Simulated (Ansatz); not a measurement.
**Sr3Ti2O7: computed properties**

The calculation used DFT r2SCAN, scalar-relativistic, plane waves, PAW (Ansatz).

Settings: cutoff 500 eV, Γ-centred mesh 10×10×10 on the computed 12-atom cell, Gaussian smearing of 0.02 eV; no spin polarisation.

The structure is relaxed at this level of theory with its symmetry kept. Whether it is the stable form of this composition wasn't checked.

The structure is tetragonal, space group I4/mmm (No. 139). Conventional cell: a = 3.902 Å, b = 3.902 Å, c = 20.345 Å, α = 90.00°, β = 90.00°, γ = 90.00°. Sr (site symmetry 4/mmm) is surrounded by 12 O at 2.76 Å. Sr (site symmetry 4mm) has 9 O at 2.48 to 2.77 Å as nearest neighbours. Around Ti (site symmetry 4mm) lie 6 O at 1.95 to 1.98 Å. O (site symmetry 4/mmm) is surrounded by 2 Ti at 1.98 Å. Around O (site symmetry 4mm) lie 1 Ti at 1.95 Å. O (site symmetry 2mm) is surrounded by 2 Ti at 1.95 Å.

* Volume per atom: 12.91 Å³
* Formation energy from the elements' standard states (uncorrected): -3.399 eV/atom
* Generalised Kohn–Sham band gap: 2.35 eV, indirect from X to Γ (the valley at (0.050, 0.050, -0.050) lies within 0.03 eV, so the order isn't resolved)
* Löwdin character of the top 1 eV of the valence band: O 2p 95 %
* Löwdin character of the lowest 1 eV of the conduction band: Ti 3d 86 %, O 2p 10 %
* Electron masses at the edge by Cartesian direction of the standard setting (m_e; degenerate bands sorted by energy; no spin-orbit coupling): x: 0.42; y: 0.42; z: over 30
* Hole masses at the edge by Cartesian direction of the standard setting (m_e; degenerate bands sorted by energy; no spin-orbit coupling): x: 2.0; y: 2.0; z: 0.89

A ferromagnetic start lost its moments in a first run, so spin was left out; other magnetic orders weren't tried.

Cost: 3 runs of about 21 core-minutes in all, on Intel Xeon Processor @ 2.50GHz (Skylake/Cascade Lake) (shared hosts).